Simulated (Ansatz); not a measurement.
# C₂H₆S: how energies converge with the basis set

The task here is to estimate one member of a computed series from the others.

Method: one geometry, several basis sets; program: Ansatz 0.2.0, Gaussian basis.

Plan: PBE0-D4/def2-SVP; ωB97M-V/def2-SVP; PBE0-D4/def2-QZVPP; ωB97M-V/def2-QZVPP; CCSD(T)/cc-pV(D+d)Z; CCSD(T)/cc-pV(T+d)Z; CCSD(T)/cc-pV(Q+d)Z; the functionals' def2-TZVPP values are taken from earlier runs.

### Structure used throughout

An earlier PBE0-D4 in a triple-zeta def2 set relaxation fixed the geometry.

9 atoms, charge 0, spin multiplicity 1.

Atoms are counted from 1 here; the program's logs count them from 0.

Bond lengths: C1–S2 1.795 Å, C1–H4 1.092 Å, C1–H5 1.090 Å, C1–H6 1.092 Å, S2–C3 1.795 Å, C3–H7 1.092 Å, C3–H8 1.090 Å, C3–H9 1.092 Å. Angles: S2–C1–H4 111.2°, S2–C1–H5 107.2°, S2–C1–H6 111.2°, H4–C1–H5 108.7°, H4–C1–H6 109.7°, H5–C1–H6 108.7°, C1–S2–C3 99.4°, S2–C3–H7 111.2°, S2–C3–H8 107.2°, S2–C3–H9 111.2°, H7–C3–H8 108.7°, H7–C3–H9 109.7°, H8–C3–H9 108.7°.

Set-up of the first run:

in.yaml reads:

```yaml
crystal:
  periodic: [false, false, false]
  atoms:
    - {symbol: C, position_ang: [-0.474893, 1.046888, -0.732491]}
    - {symbol: S, position_ang: [0.826521, -0.185366, -0.836006]}
    - {symbol: C, position_ang: [0.522604, -1.063361, 0.700093]}
    - {symbol: H, position_ang: [-1.461291, 0.579205, -0.706684]}
    - {symbol: H, position_ang: [-0.404731, 1.666017, -1.627382]}
    - {symbol: H, position_ang: [-0.347395, 1.684079, 0.145067]}
    - {symbol: H, position_ang: [-0.474336, -1.508754, 0.710541]}
    - {symbol: H, position_ang: [1.262812, -1.861254, 0.767403]}
    - {symbol: H, position_ang: [0.639306, -0.403755, 1.562459]}
basis:
  gaussian: {orbitals: def2-SVP}
hamiltonian: {xc: pbe0, dispersion: d4}
output: {orbitals: {seedname: orbitals}}
```

Started as:

```
> ansatz run in.yaml --threads 2 --pin off --events-out ev --progress --plain --max-ram 32768MiB --backend cpu
```

Among the steps run: PBE0-D4 in def2-SVP; ωB97M-V in def2-SVP; PBE0-D4 in def2-QZVPP; ωB97M-V in def2-QZVPP.

One table of the session follows, with a row left open; its other results are not shown here.

It belongs to the step «Density functionals: the series». 

| functional | basis | HOMO (eV) | LUMO (eV) |
| --- | --- | --- | --- |
| PBE0-D4 | def2-SVP | -6.10 | 1.69 |
| PBE0-D4 | def2-TZVPP | -6.23 | 1.04 |
| PBE0-D4 | def2-QZVPP | -6.26 | 0.69 |
| ωB97M-V | def2-SVP | ? | ? |
| ωB97M-V | def2-TZVPP | -8.46 | 2.78 |
| ωB97M-V | def2-QZVPP | -8.50 | 1.90 |

**Question.** Estimate the row for ωB97M-V, def2-SVP.

The run gave: HOMO (eV): -8.32; LUMO (eV): 3.53. In the column «HOMO (eV)» it lies between ωB97M-V, def2-TZVPP (-8.46) and PBE0-D4, def2-QZVPP (-6.26).
